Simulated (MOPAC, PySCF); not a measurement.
BCl₃, SMILES `ClB(Cl)Cl`, neutral singlet in the gas phase. 

Cartesian coordinates (Å):
```xyz
4

Cl    -0.8289     1.5264     0.0016
B      0.0000    -0.0001     0.0000
Cl    -0.9074    -1.4811     0.0003
Cl     1.7364    -0.0453    -0.0019
```
Charge 0, multiplicity 1.

All levels are single points at this geometry (PBE0-D3(BJ)/def2-TZVP); Pople sets use spherical d functions. Orbital energies aren't observables, and empty levels follow the basis.

BP86/6-31G* in PySCF gives HOMO (eV) = -7.71.

Q: Estimate the HOMO (eV) from each of these levels: PBE-D3(BJ)/def2-TZVP in PySCF; PBE0-D3(BJ)/def2-TZVP in PySCF; B3LYP/3-21G in PySCF; B3LYP/6-311+G** in PySCF; B3LYP/LANL2DZ in PySCF; HF/3-21G in PySCF; PM3 in MOPAC; PM6 in MOPAC.

A: 
| level | HOMO (eV) |
|---|---|
| PBE-D3(BJ)/def2-TZVP in PySCF | -7.65 |
| PBE0-D3(BJ)/def2-TZVP in PySCF | -9.09 |
| B3LYP/3-21G in PySCF | -9.06 |
| B3LYP/6-311+G** in PySCF | -8.88 |
| B3LYP/LANL2DZ in PySCF | -9.12 |
| HF/3-21G in PySCF | -12.92 |
| PM3 in MOPAC | -10.53 |
| PM6 in MOPAC | -11.53 |
